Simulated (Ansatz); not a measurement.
# C2H5O+ (SMILES [CH2+]OC): functionals against CCSD(T) at one geometry

An exercise on one series of results from a longer session: the logs are not shown, and one member is left open.

Method: single points in def2-TZVPP; program: Ansatz 0.2.0, Gaussian basis.

Correlated methods freeze the cores. B3LYP uses VWN-RPA correlation.

## The system as given

8 atoms, charge 1, spin multiplicity 1.

Atoms are counted from 1 here; the program's logs count them from 0.

Bond lengths: C1–O2 1.281 Å, C1–H4 1.134 Å, C1–H5 1.026 Å, O2–C3 1.330 Å, C3–H6 1.126 Å, C3–H7 1.119 Å, C3–H8 1.000 Å. Angles: O2–C1–H4 116.0°, O2–C1–H5 123.6°, H4–C1–H5 120.1°, C1–O2–C3 129.2°, O2–C3–H6 101.2°, O2–C3–H7 105.1°, O2–C3–H8 112.0°, H6–C3–H7 108.2°, H6–C3–H8 113.8°, H7–C3–H8 115.4°.

Geometry (Å):

```
C    -0.9221    0.5508   -0.8129
O    -0.2661   -0.4390   -0.3311
C     0.6939   -0.4432    0.5893
H    -1.6303    0.3108   -1.6659
H    -0.7666    1.5254   -0.5326
H     0.2392   -1.1085    1.3763
H     1.5468   -0.9932    0.1173
H     0.9051    0.4787    0.9137
```

Set-up of the first run:

run/in.yaml reads:

```yaml
crystal:
  periodic: [false, false, false]
  atoms:
    - {symbol: C, position_ang: [-0.922100, 0.550800, -0.812900]}
    - {symbol: O, position_ang: [-0.266100, -0.439000, -0.331100]}
    - {symbol: C, position_ang: [0.693900, -0.443200, 0.589300]}
    - {symbol: H, position_ang: [-1.630300, 0.310800, -1.665900]}
    - {symbol: H, position_ang: [-0.766600, 1.525400, -0.532600]}
    - {symbol: H, position_ang: [0.239200, -1.108500, 1.376300]}
    - {symbol: H, position_ang: [1.546800, -0.993200, 0.117300]}
    - {symbol: H, position_ang: [0.905100, 0.478700, 0.913700]}
basis:
  gaussian: {orbitals: def2-TZVPP}
total_charge: 1
correlation: {method: ccsd_t}
output: {forces: true}
```

The command line of these runs was not kept.

Steps of the session up to this table: CCSD(T)/def2-TZVPP; PBE0-D4/def2-TZVPP; wB97M-V/def2-TZVPP; r2SCAN-D4/def2-TZVPP; PBE-D4/def2-TZVPP; B3LYP-D4/def2-TZVPP; HSE06-D4/def2-TZVPP.

One of the session's tables, all rows but one given; the rest of the session is left out.

| method | RMS force component (eV/Å) | angle to CCSD(T) forces (°) |
| --- | --- | --- |
| CCSD(T) | 2.370 | reference |
| PBE0-D4 | ? | ? |
| wB97M-V | 2.424 | 4.3 |
| r2SCAN-D4 | 2.256 | 4.0 |
| PBE-D4 | 2.178 | 6.6 |
| B3LYP-D4 | 2.318 | 4.1 |
| HSE06-D4 | 2.338 | 6.8 |

Q: Estimate the row for PBE0-D4 from the others.

The run gave: RMS force component (eV/Å): 2.344; angle to CCSD(T) forces (°): 6.8. In the column «RMS force component (eV/Å)» it lies between HSE06-D4 (2.338) and CCSD(T) (2.370).
